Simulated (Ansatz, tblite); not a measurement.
Forces on the cluster B₃⁻ at its PBE-D4/def2-TZVPD geometry. The state is a singlet with charge -1.

The xTB rows come from tblite. The structure comes from a short search, and lower isomers may exist.

GFN1-xTB (tblite), largest force 1.88 eV/Å:

```xyz
3
positions Å, forces eV/Å
B     0.728    0.395   -0.338    1.525    0.830   -0.709
B    -0.811    0.344   -0.159   -1.688    0.709   -0.327
B     0.082   -0.739    0.497    0.163   -1.539    1.037
```

GFN2-xTB (tblite), largest force 0.14 eV/Å:

```
B -0.112 -0.061 0.052
B 0.124 -0.052 0.024
B -0.012 0.113 -0.076
```

CAM-B3LYP-D4/def2-TZVPD (Ansatz), largest force 0.95 eV/Å:

```
B -0.770 -0.418 0.358
B 0.855 -0.362 0.167
B -0.085 0.780 -0.525
```
